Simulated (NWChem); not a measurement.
# NO+ (nitrosonium): levels of theory compared

Aim: a comparison of 6 runs (HF/STO-3G, HF/3-21G, HF/def2-SVP, B3LYP/6-31G*, CCSD/aug-cc-pVDZ, CCSD/aug-cc-pVTZ) of NO+ (nitrosonium). 

The calculation is run with NWChem 7.3.0.

## Step 1: Starting point

The species is NO+ (2 atoms), meant as a singlet with charge +1. As SMILES, `N#[O+]`. The bond length is the measured one.

Bond lengths: N1–O2 1.063 Å.

## Step 2: Energy and forces at HF/STO-3G (run 1)

a.nw

```
start a
title "NO gradient"
memory stack 880 mb heap 220 mb global 1100 mb
charge 1

geometry units angstroms noautosym nocenter noautoz
  N     0.000000    0.000000    0.000000
  O     0.000000    0.000000    1.063220
end

basis spherical bse
  N library STO-3G
  O library STO-3G
end

scf
  thresh 1e-08
  maxiter 80
  print medium
end

task scf gradient
```

Command:

```bash
$ nwchem a.nw > a.out
```

Output:

```text
[...]
  functions       =    10
[...]
  wavefunction    = RHF
[...]
         Total SCF energy =   -127.186197930118
      One-electron energy =   -220.959783522617
      Two-electron energy =     65.901719051254
 Nuclear repulsion energy =     27.871866541246
        Time for solution =      0.0s
[...]
                         RHF ENERGY GRADIENTS
    atom               coordinates                        gradient
                 x          y          z           x          y          z
   1 N       0.000000   0.000000   0.000000    0.000000  -0.000000   0.295947
   2 O       0.000000   0.000000   2.009194   -0.000000   0.000000  -0.295947
[...]
```

Wall time 0.56 s (1 thread of Intel Xeon Platinum 8375C at 2.90GHz (Ice Lake), shared host); peak memory 0.1 GiB.

## Step 3: Energy and forces at HF/3-21G (run 2)

no.xyz

```xyz
2
NO hf
N      0.000000     0.000000     0.000000
O      0.000000     0.000000     1.063220
```

no.nw

```
start no
title "NO hf"
memory 2200 mb
charge 1

geometry noautosym nocenter noautoz
   load no.xyz
end

basis "ao basis" spherical bse
   * library 3-21G
end

scf
   nopen 0
   rhf
   thresh 1e-08
   maxiter 80
end

task scf gradient
```

Command:

```bash
$ nwchem no.nw > no.out
```

Output:

```text
[...]
  functions       =    18
[...]
  wavefunction    = RHF
[...]
         Total SCF energy =   -128.136807984298
      One-electron energy =   -223.128931474438
      Two-electron energy =     67.120256948894
 Nuclear repulsion energy =     27.871866541246
        Time for solution =      0.1s
[...]
                         RHF ENERGY GRADIENTS
    atom               coordinates                        gradient
                 x          y          z           x          y          z
   1 N       0.000000   0.000000   0.000000    0.000000  -0.000000  -0.056647
   2 O       0.000000   0.000000   2.009194   -0.000000   0.000000   0.056647
[...]
```

Run time: 0.6 s. Hardware: 1 thread of Intel Xeon Platinum 8375C at 2.90GHz (Ice Lake), shared host; peak memory 0.1 GiB.

## Step 4: Energy and forces at HF/def2-SVP (run 3)

no.nw

```
start no
title "NO gradient"
memory 2200 mb
charge 1

geometry noautosym nocenter noautoz
 N     0.000000    0.000000    0.000000
 O     0.000000    0.000000    1.063220
end

basis spherical bse
 * library def2-SVP
end

scf
 nopen 0
 rhf
 thresh 1e-08
 maxiter 80
end

task scf gradient
```

Command:

```bash
$ nwchem no.nw > no.out
```

Output:

```text
[...]
  functions       =    28
[...]
  wavefunction    = RHF
[...]
         Total SCF energy =   -128.800749543051
      One-electron energy =   -224.507285052467
      Two-electron energy =     67.834668968170
 Nuclear repulsion energy =     27.871866541246
        Time for solution =      0.3s
[...]
                         RHF ENERGY GRADIENTS
    atom               coordinates                        gradient
                 x          y          z           x          y          z
   1 N       0.000000   0.000000   0.000000   -0.000000   0.000000  -0.126852
   2 O       0.000000   0.000000   2.009194    0.000000  -0.000000   0.126852
[...]
```

Run time: 0.98 s. Hardware: 1 thread of Intel Xeon Platinum 8375C at 2.90GHz (Ice Lake), shared host; peak memory 0.1 GiB.

Runs 4 to 5 aren't shown in full; the table further down has their settings and results.

## Step 5: A single-point energy at CCSD/aug-cc-pVTZ (run 6)

input.nw

```
START input
memory total 2200 mb
charge 1

GEOMETRY units angstrom noautosym nocenter noautoz
  N     0.000000    0.000000    0.000000
  O     0.000000    0.000000    1.063220
END

BASIS spherical bse
  * library aug-cc-pVTZ
END

SCF
  thresh 1e-08
  maxiter 80
END

CCSD
  freeze core 2
  maxiter 60
END

TASK ccsd energy
```

Command:

```bash
$ nwchem input.nw > input.out
```

Output:

```text
[...]
  functions       =    92
[...]
  wavefunction    = RHF
[...]
         Total SCF energy =   -128.966245703826
      One-electron energy =   -224.907299684567
      Two-electron energy =     68.069187439496
 Nuclear repulsion energy =     27.871866541246
        Time for solution =     13.7s
[...]
 Total MP2 energy:           -129.376394722911868
[...]
             energy      energy      error      ampl     ampl      Block
                                                time     time      time
[...]
 Total CCSD energy:           -129.369054230583799
[...]
```

Wall time 88 s (1 thread of Intel Xeon Platinum 8375C at 2.90GHz (Ice Lake), shared host); peak memory 0.13 GiB.

## Step 6: All runs side by side

```
run                               level  Cartesian functions  iteration cap  energy (Eh)  HOMO energy (eV)  LUMO energy (eV)  HOMO–LUMO gap (eV)  wall time
  1                           HF/STO-3G                   no             80  -127.186198            -30.52             -7.99               22.53     0.56 s
  2                            HF/3-21G                   no             80  -128.136808            -31.18             -8.45               22.73      0.6 s
  3                         HF/def2-SVP                   no             80  -128.800750            -31.12             -7.86               23.27     0.98 s
  4  B3LYP/6-31G* (Cartesian functions)                  yes            100  -129.529487                 –                 –                   –      2.6 s
  5                    CCSD/aug-cc-pVDZ                   no             80  -129.276160                 –                 –                   –      7.2 s
  6                    CCSD/aug-cc-pVTZ                   no             80  -129.369054            -30.99             -7.60               23.39       88 s
```

## Step 7: What came out

| quantity | value |
| --- | --- |
| run 6: total energy | -129.36905 Eh |
| run 6: HOMO energy (Hartree–Fock orbitals) | -30.99 eV |
| run 6: LUMO energy (Hartree–Fock orbitals) | -7.60 eV |
| run 6: HOMO–LUMO gap (Hartree–Fock orbitals) | 23.39 eV |
| run 6: correlation energy (2 core orbitals frozen) | -402.8 mEh |

Over runs 1, 2, 3 the HOMO–LUMO gap runs from 22.53 eV (HF/STO-3G) to 23.27 eV (HF/def2-SVP). In run 1 the basis is minimal, so the values are rough. All runs together took 100 s, the longest 88 s.
